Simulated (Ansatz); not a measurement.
# Rubidium, bcc under r²SCAN: how the Methfessel-Paxton smearing moves the result

Aim: find which Methfessel-Paxton smearing width is enough for energy and pressure. The geometry was relaxed under r²SCAN beforehand and stays fixed; 7 values are run, from 0.01 to 1.0 eV. Wanted are the values from which on the energy stays within 10 and 1 meV/atom, and the pressure within 0.5 GPa, of the narrowest run. Within the series other settings stay, but some runs also write fields, which adds to their time. Spin polarisation is left out.

Method: DFT r²SCAN, plane waves with PAW, scalar-relativistic, in Ansatz 0.2.0.

## Step 1: The system as given

The structure is cubic, space group Im-3m (No. 229). The conventional cell has a = 5.735 Å, b = 5.735 Å, c = 5.735 Å, α = 90.00°, β = 90.00°, γ = 90.00°.

Coordinates:

```
Rb
1.0
    -2.86772    2.86772    2.86772
     2.86772   -2.86772    2.86772
     2.86772    2.86772   -2.86772
Rb
1
Direct
  0.00000 0.00000 0.00000
```

## Step 2: With a width of 0.01 eV

The run at 0.01 eV.

input.yaml reads:

```yaml
crystal:
  lattice:
    - [-2.867720231, 2.867720231, 2.867720231]
    - [2.867720231, -2.867720231, 2.867720231]
    - [2.867720231, 2.867720231, -2.867720231]
  atoms:
    - { symbol: Rb, position: [0.0, 0.0, 0.0] }
hamiltonian:
  xc: r2scan
  pseudopotentials:
    kind: paw
    azcp:
      Rb: "pseudopotentials/Rb.paw.azcp"
basis:
  ecutwfc: 500
  fft_grid_basis: typed
kpoints:
  mp_grid: { grid: [8, 8, 8], shift: [0, 0, 0] }
magnetization:
  spin_polarized: false
scf:
  occupations: { method: methfessel_paxton, width: 0.01 }
  lower_state_search: "off"
output:
  stress: true
  write_density: true
  write_potential: true
  elf: true
  volumetric_format: npy
```

The run is started by

```console
> ansatz run input.yaml --threads 2 --pin off --max-ram 5120MiB --backend cpu --events-out ev --progress --plain --runs-dir out
```

## Step 3: With a width of 0.03 eV

The run at 0.03 eV.

input.yaml, as its differences from that of step 2:

```diff
@@ -21,3 +21,3 @@
 scf:
-  occupations: { method: methfessel_paxton, width: 0.01 }
+  occupations: { method: methfessel_paxton, width: 0.03 }
   lower_state_search: "off"
```

## Step 4: With a width of 0.1 eV

The run at 0.1 eV.

input.yaml, as its differences from that of step 3:

```diff
@@ -21,3 +21,3 @@
 scf:
-  occupations: { method: methfessel_paxton, width: 0.03 }
+  occupations: { method: methfessel_paxton, width: 0.1 }
   lower_state_search: "off"
```

## Step 5: With a width of 0.2 eV

The run at 0.2 eV.

input.yaml, as its differences from that of step 4:

```diff
@@ -21,3 +21,3 @@
 scf:
-  occupations: { method: methfessel_paxton, width: 0.1 }
+  occupations: { method: methfessel_paxton, width: 0.2 }
   lower_state_search: "off"
@@ -25,5 +25 @@
   stress: true
-  write_density: true
-  write_potential: true
-  elf: true
-  volumetric_format: npy
```

## Step 6: With a width of 0.3 eV

The run at 0.3 eV.

input.yaml, as its differences from that of step 5:

```diff
@@ -21,3 +21,3 @@
 scf:
-  occupations: { method: methfessel_paxton, width: 0.2 }
+  occupations: { method: methfessel_paxton, width: 0.3 }
   lower_state_search: "off"
```

## Step 7: With a width of 0.6 eV

The run at 0.6 eV.

input.yaml, as its differences from that of step 6:

```diff
@@ -21,3 +21,3 @@
 scf:
-  occupations: { method: methfessel_paxton, width: 0.3 }
+  occupations: { method: methfessel_paxton, width: 0.6 }
   lower_state_search: "off"
```

## Step 8: With a width of 1.0 eV

The run at 1.0 eV.

input.yaml, as its differences from that of step 7:

```diff
@@ -21,3 +21,3 @@
 scf:
-  occupations: { method: methfessel_paxton, width: 0.6 }
+  occupations: { method: methfessel_paxton, width: 1.0 }
   lower_state_search: "off"
```

(Steps that only read results are left out.)

What does the calculation give?

As calculated:

| quantity | value |
| --- | --- |
| E(σ → 0) stays within 10 meV/atom of 0.01 eV | up to 1.0 eV |
| E(σ → 0) stays within 1 meV/atom | up to 0.1 eV |
| pressure stays within 0.5 GPa | up to 1.0 eV |
| pressure at 0.01 eV | 0.02 GPa |
| energy of a separate run on a finer mesh (13×13×13) | -7.5 meV/atom from 0.01 eV |

**Reading.** At 1.0 eV the energy differs by -5.7 meV/atom and the pressure by 0.0 GPa. The free energy F moves by -2.7 meV/atom over the range, and the estimate for σ → 0 by -5.7. This scheme cancels the term in the square of the width, so F moves little up to 0.2 eV. The mesh (8×8×8) is fixed, so the narrowest widths carry a k-point error of their own. The yardstick itself is unsettled by 7.5 meV/atom against the finer mesh, so the thresholds above hold only within this series, and wider smearing, which averages over more states, can land nearer the fine-mesh value than the narrowest does. The cell taken over is 8 % larger than the measured one (87.10 Å³/atom, COD), which weighs on all values here.
